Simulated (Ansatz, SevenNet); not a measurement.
For zinc-blende InSb, the machine-learned potential SevenNet-l3i5 (trained on PBE and PBE+U data) gives:

| Quantity | Result |
|---|---|
| lattice constant a | 6.644 Å |
| enthalpy of formation | -0.113 eV/atom |

Q: What does r²SCAN+rVV10 (Ansatz, a program for electronic structure, plane waves, PAW) give for the same quantities?

A: 
- lattice constant a: 6.522 Å (drops by 1.8 %)
- formation enthalpy: -0.202 eV/atom (moves by -0.089 eV/atom)

For comparison: lattice constant a 6.468 Å (measured, static lattice: zero-point anharmonic expansion removed; as tabulated in Mejia-Rodriguez and Trickey (2018), arXiv:1807.09216); formation enthalpy -0.16 eV/atom (measured, 298 K, not corrected to a static lattice; as tabulated in Zhang et al. (2018), doi:10.1038/s41524-018-0065-z).

Changes are worked out from the printed values.

Unless a cell is named, each level is at its own relaxed cell (SevenNet-l3i5 36.67, r²SCAN+rVV10 34.68 Å³/atom).

Levels without +SOC leave out spin–orbit coupling, which shifts energies and cells of such heavy elements.

Ansatz's density-functional and Hartree–Fock values are scalar-relativistic unless marked +SOC, with PAW data made under PBE.
